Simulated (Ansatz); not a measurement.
# Palladium, fcc: convergence with Methfessel-Paxton smearing

Computed with Ansatz, r²SCAN, scalar-relativistic PAW, on the relaxed cell (a = 3.912 Å; spin not included). Errors count from a run at 500 eV on a Γ-centred 23×23×23 mesh with Fermi-Dirac smearing of 0.1 eV, extrapolated to zero width. Fixed here: cutoff 500 eV, mesh 14×14×14. The SCF starts from atomic densities corrected by a trained network.

| width (eV) | E(σ→0) error (meV/atom) | F error (meV/atom) | P (GPa) | SCF iterations |
| --- | --- | --- | --- | --- |
| 0.01 | 13.2 | 13.2 | -0.27 | 7 |
| 0.03 | 13.2 | 13.2 | -0.27 | 7 |
| 0.1 | 13.3 | 13.0 | -0.31 | 8 |
| 0.2 | 12.6 | 10.8 | -0.30 | 8 |
| 0.3 | 10.4 | 5.6 | -0.22 | 8 |
| 0.6 | -5.6 | -17.3 | -0.21 | 8 |
| 1.0 | -30.4 | -43.3 | -0.65 | 8 |
